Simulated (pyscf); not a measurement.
Thermochemistry of product channels of `[OH][Al]([OH])[F]` + `[H]` [doublet] on the doublet surface, in kcal/mol, from ωB97M-D3(BJ)/def2-TZVP energies (ideal gas, 1 atm, RRHO with modes under 100 cm⁻¹ raised to 100, one conformer, R ln 2 for chiral ones without a mode under 150 cm⁻¹). PySCF, gas phase, ωB97X-D3(BJ)/def2-SVP geometries.

| products | ΔE | ΔH(298 K) | ΔG(900 K) | ΔG(1200 K) |
|---|---|---|---|---|
| `[OH2]` + `[OH][Al]` [singlet] + `[F]` [doublet] | +113.2 | +116.7 | +86.8 | +77.9 |
| `[OH]` [doublet] + `[OH][Al]` [singlet] + `[FH]` | +98.4 | +99.9 | +67.2 | +57.3 |
| `[OH][Al][OH]` [doublet] + `[FH]` | [?] | +25.4 | +18.0 | +16.2 |
| `[O][Al]([OH])[F]` [doublet] + `[H][H]` | +18.9 | +18.3 | +14.9 | +14.1 |
| `[OH]` [doublet] + `[O]=[Al][F]` + `[H][H]` | [?] | +107.8 | +80.1 | +71.6 |

**Question.** What belongs in the gaps?

**Answer.** 
- `[OH][Al][OH]` [doublet] + `[FH]`, ΔE: +21.8
- `[OH]` [doublet] + `[O]=[Al][F]` + `[H][H]`, ΔE: +110.2

These are energies of the channels, which say nothing of barriers. Left out: orbital degeneracy and the spin-orbit lowering of F, OH.
